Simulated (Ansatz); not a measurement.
## CH3 (methyl radical): from total energies to a heat of formation

CH3: 4 atoms, total charge 0, spin state doublet. SMILES: `[CH3]`. Geometry: relaxed at PBE0-D4/def2-TZVP.

Total energies at UBLYP/cc-pVTZ (Ansatz 0.2.0); the atoms run unrestricted:

| species | state | energy (Eh) |
| --- | --- | --- |
| CH3 | doublet | -39.827311 |
| C | triplet | -37.845500 |
| H | doublet | -0.497555 |

Harmonic wavenumbers at UPBE0-D4/def2-TZVP, in cm⁻¹: 526, 1400, 1400, 3128, 3311, 3311.

Measured heats of formation of the gaseous atoms at 298.15 K, in kJ/mol: C 716.9, H 218.0. Take 1 Eh = 2625.50 kJ/mol, 1 cm⁻¹ = 0.0119627 kJ/mol, RT = 2.479 kJ/mol.

Problem. What heat of formation follows?

Solution. 
1. Electronic atomisation energy: (-37.845500) + 3 × (-0.497555) − (-39.827311) = 0.489146 Eh = 1284.3 kJ/mol.
2. Zero-point energy: half the sum of the wavenumbers, 6538 cm⁻¹ = 78.2 kJ/mol.
3. Thermal vibrational enthalpy, Σ hcν̃/(exp(hcν̃/kT) − 1): 0.6 kJ/mol. Translation, rotation and pV of a non-linear molecule: 4 RT = 9.9 kJ/mol.
4. The 4 free atoms carry 5/2 RT each: 24.8 kJ/mol.
5. Atomisation enthalpy at 298 K: 1284.3 − 78.2 − 0.6 − 9.9 + 24.8 = 1220.4 kJ/mol.
6. Sum of the atoms' heats of formation: 1370.9 kJ/mol. Heat of formation: 1370.9 − 1220.4 = +150.5 kJ/mol.

The tabulated value is +146.5 kJ/mol (Active Thermochemical Tables), so this level is off by +4.0 kJ/mol, or 0.3 % of the atomisation enthalpy. Anharmonicity and any spin-orbit splitting of the molecule are left out.
